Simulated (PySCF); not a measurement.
**How good is the calculation?**

Atom-mapped SMILES (the numbers label the heavy atoms): `[O:1]=[C:2]=[C:3]=[C:4]=[O:5]`.

Measured values that the calculation should reproduce: δ $^{13}$C C2/C4 136.7; C3 -7.6 ppm (measured; gas or nonpolar solvent (not told per row); T. W. Keal, PhD thesis, Durham 2005).

PySCF 2.14.0 with density-fitted response routines calculation with GFN2-xTB structure and σ from GIAO-PBE0/pcSseg-1; gas phase, equivalent nuclei averaged, a single conformation, no relativistic terms.

Question: What does the calculation give, and how does it compare?

Answer: 
Reference values: measured (gas or nonpolar solvent (not told per row); T. W. Keal, PhD thesis, Durham 2005).
```csv
atoms,quantity,reference,computed
C2/C4,δ $^{13}$C vs CH4,136.7,132.1
C3,δ $^{13}$C vs CH4,-7.6,-11.7
```

Computed shifts are σ(ref) − σ with the named reference compound (TMS for H and C) calculated as an isolated molecule at the same level. The measured values may be among those fitted. Shieldings were converted by linear fits to measured shifts (mostly CDCl3, TMS scale, for H and C): $^{13}$C (scatter 2.1 ppm rms, 2.3 ppm with the 13 outliers that the fit left out). Occasional misses reach two or three times the rms, and more in compound classes unlike the fitted ones.

Question: How far are the unscaled $^{13}$C shifts from the references?

Answer: Mean signed difference -4.35 ppm, mean absolute 4.35 ppm over 2 comparisons; the largest is -4.6 ppm at C2/C4 (central carbon of a ketene).
